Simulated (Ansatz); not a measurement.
## fcc Au

The numbers are results of HSE06 (PAW; Ansatz, an electronic-structure program), not measurements.

Numerical settings: plane-wave cutoff 500 eV, 8×8×1 k mesh (along the axes of the cell as run), Fermi–Dirac smearing 0.1 eV, scalar-relativistic PAW data made under PBE.

Cell: relaxed with r²SCAN.

| Item | Value |
|---|---|
| surface energy of the (100) face | 1.02 J/m² |
| work function of the (100) face | 4.90 eV |

Note: exact exchange on metals is sensitive to the k mesh and can open a false gap.

The slab of 6 atoms is relaxed and unreconstructed.

Spin–orbit coupling is not included; it can shift volumes and moduli of such heavy elements.

Computed values are for the static lattice.
